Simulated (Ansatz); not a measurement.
A nudged elastic band was laid between two geometries of AlH5SSi (8 atoms, charge 0, multiplicity 1).

The calculation used Ansatz, RKS PBE-D4/def2-SVP.

| Item | Value |
| --- | --- |
| movable images | 5 |
| climbing image | yes |
| spring | 5.0 eV/Å² |
| optimiser | quadratic models (default) |
| start path | IDPP |
| force threshold | 0.03 eV/Å |
| iteration limit | 60 |
| end points | relaxed |

First end point:

```xyz
8
Properties=species:S:1:pos:R:3
Al -0.640 1.281 -1.260
S 0.959 -0.221 -1.085
Si 0.582 -1.019 0.899
H -1.673 1.473 -0.058
H -0.663 2.101 -2.626
H 1.187 -2.393 0.936
H -0.891 -1.110 1.184
H 1.232 -0.168 1.954
```

Last end point:

```xyz
8
Properties=species:S:1:pos:R:3
Al 0.566 1.376 -1.173
S -0.733 -0.400 -1.221
Si -0.468 -1.105 0.816
H 1.336 1.725 0.182
H 0.657 2.220 -2.521
H 0.968 -1.456 1.094
H -1.314 -2.338 0.950
H -0.920 -0.079 1.818
```

(1) What changes between the two ends?

(2) Give the energies along the band, and the barrier.

(3) What is the geometry of the highest image?

The band took 7 iterations and roughly 80 core-seconds.

Answers

(1) No bond is made or broken. The dihedral Al1–S2–Si3–H8 goes from -85 to 61°.

(2) The forces met the threshold. The highest image is number 4 of 0 to 6, 0.001 eV above the first end and 0.004 eV above the last; the last end lies 0.003 eV below the first. The top lies less than 8 meV above the higher end, about what the thresholds resolve: that end is a shoulder or a very shallow well. A vibrational analysis at the climbing image gives no mode beyond 40i cm⁻¹: the surface is too flat there to confirm a saddle point.

```csv
image,path coordinate (Å),energy (eV),dihedral Al1–S2–Si3–H8 (°)
0,0.00,0.000,-85
1,0.77,-0.003,-61
2,1.54,0.000,-37
3,2.30,0.001,-12
4,3.07,0.001,13
5,3.82,0.000,38
6,4.58,-0.003,61
```

(3) 
```xyz
8
Properties=species:S:1:pos:R:3
Al 0.175 1.517 -1.172
S -0.222 -0.645 -1.264
Si -0.129 -1.237 0.821
H 0.396 2.232 0.237
H 0.210 2.249 -2.588
H 1.132 -2.016 1.072
H -1.310 -2.119 1.111
H -0.159 -0.037 1.727
```

Time of the run: 83 s on 1 thread of Arm Neoverse V1, on a shared host, peak memory 0.14 GiB.
